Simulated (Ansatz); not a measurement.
# Dissociation curves of H2S2 (SMILES SS)

The species is H2S2 (4 atoms), meant as a singlet with charge 0. SMILES: `SS`. The coordinates come from a PBE0-D4/def2-TZVP relaxation.

```xyz
4

S     0.7845   -0.7892    0.1667
S     0.0602    1.1216    0.0674
H    -0.2254   -1.3526    0.8569
H    -0.6193    1.0203   -1.0910
```

The S1–S2 distance is scanned; the parts on either side stay rigid. Basis STO-3G, 10 core orbitals frozen in the correlated methods; program Ansatz 0.2.0. FCI is exact within this basis and core. Energies in eV from each method's value at 2.046 Å; methods without a U are spin-restricted. The shape above is that at 2.046 Å.

```csv
distance (Å),BLYP,r2SCAN,B3LYP,CAM-B3LYP,CCSDTQ,FCI
2.046,0.00,0.00,0.00,0.00,0.00,0.00
2.557,0.98,1.29,1.26,1.53,1.10,1.10
3.069,2.71,3.20,3.23,3.77,2.25,2.25
4.092,4.26,4.83,5.01,5.91,2.59,2.59
5.115,4.47,5.04,5.30,6.39,2.59,2.59
```

Departure from the FCI curve at its largest: BLYP +1.87 eV at 5.12 Å; r2SCAN +2.44 eV at 5.12 Å; B3LYP +2.70 eV at 5.12 Å; CAM-B3LYP +3.80 eV at 5.12 Å; CCSDTQ within 0.005 eV. Restricted functionals keep the electrons paired too, and rise too high.
